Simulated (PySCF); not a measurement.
C₂H₇N. Atoms are numbered in the order given.

```xyz
10

C      1.1819     0.4546     0.0168
C      0.0501    -0.5541    -0.1032
N     -1.2471     0.1186    -0.0016
H      2.1528    -0.0324    -0.0916
H      1.0887     1.2263    -0.7486
H      1.1641     0.9454     0.9938
H      0.1911    -1.3471     0.6466
H      0.0954    -1.0374    -1.0826
H     -2.0074    -0.5444    -0.0960
H     -1.3471     0.5561     0.9080
```

The structure is a stationary point at B3LYP-D3(BJ)/def2-TZVP. One conformer was computed; it need not be the lowest.

The numbers are results of SMD-B3LYP/6-31G* in PySCF, not measurements.

Solvation free energies are E(SMD) − E(gas) at the gas-phase geometry, for 1 M in both phases. In vacuum the dipole moment is 1.34 D.

Q: Rank water, n-hexane, cyclohexanone by solvation free energy, most negative first.

A: cyclohexanone (-3.4 kcal/mol), water (-3.2 kcal/mol), n-hexane (-2.0 kcal/mol)
